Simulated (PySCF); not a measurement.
Splitting trees

Geometry:
| atom | x (Å) | y (Å) | z (Å) |
| --- | --- | --- | --- |
| O1 | 3.110 | 0.201 | -0.533 |
| C2 | 2.026 | 0.073 | -0.139 |
| C3 | 0.819 | -0.077 | 0.323 |
| C4 | -0.390 | 0.119 | -0.446 |
| C5 | -1.612 | -0.042 | 0.050 |
| F6 | -1.820 | -0.406 | 1.331 |
| H7 | 0.707 | -0.368 | 1.357 |
| H8 | -0.291 | 0.411 | -1.479 |
| H9 | -2.534 | 0.094 | -0.491 |

PySCF calculation with GFN2-xTB geometry, J: B3LYP/pcJ-1 and shielding tensors at PBE0/pcSseg-1 (GIAO); non-relativistic Hamiltonian, in vacuum, a single conformation.

References, each an isolated molecule treated in the same way: 1H (σ = 31.72 ppm) and 13C (σ = 186.93 ppm) against TMS.

Spectrometer: 800 MHz for 1H. First-order analysis; couplings under 1 Hz (under 4 Hz in carbon signals) are ignored, and nearly equal couplings are merged; the smaller ones broaden or split the lines further.

(1) What pattern does H8 show (1H)?

(2) What pattern does H9 show (1H)?

(3) What pattern does C2 show in the proton-coupled 13C spectrum?

(4) What pattern does H7 show (1H)?

## Answers

(1) A doublet of doublets of doublets at δ 5.14: 31.9 Hz to F6 (1 × 19F, 3 bonds away), 11.2 Hz to H7 (1 × 1H, 3 bonds away), 5.7 Hz to H9 (1 × 1H, 3 bonds away). Lines in Hz from the centre (relative intensity): +24.4 (1), +18.7 (1), +13.2 (1), +7.5 (1), -7.5 (1), -13.2 (1), -18.7 (1), -24.4 (1). The outer lines are 48.8 Hz apart, the sum of the couplings kept, or 0.061 ppm at this field.

(2) A doublet of doublets at δ 6.67: 88.7 Hz to F6 (1 × 19F, 2 bonds away), 5.7 Hz to H8 (1 × 1H, 3 bonds away). Lines in Hz from the centre (relative intensity): +47.2 (1), +41.5 (1), -41.5 (1), -47.2 (1). The outer lines are 94.4 Hz apart, the sum of the couplings kept, or 0.118 ppm at this field.

(3) A doublet at δ 208.5: 4.8 Hz to H8 (1 × 1H, 3 bonds away). Lines in Hz from the centre (relative intensity): +2.4 (1), -2.4 (1). The outer lines are 4.8 Hz apart, the sum of the couplings kept, or 0.024 ppm at this field.

(4) A doublet of doublets at δ 4.61: 11.2 Hz to H8 (1 × 1H, 3 bonds away), 1.1 Hz to F6 (1 × 19F, 4 bonds away). Lines in Hz from the centre (relative intensity): +6.2 (1), +5.0 (1), -5.0 (1), -6.2 (1). The outer lines are 12.3 Hz apart, the sum of the couplings kept, or 0.015 ppm at this field.

Unscaled 3J(H,H) at this level run about 10 % above measured values.
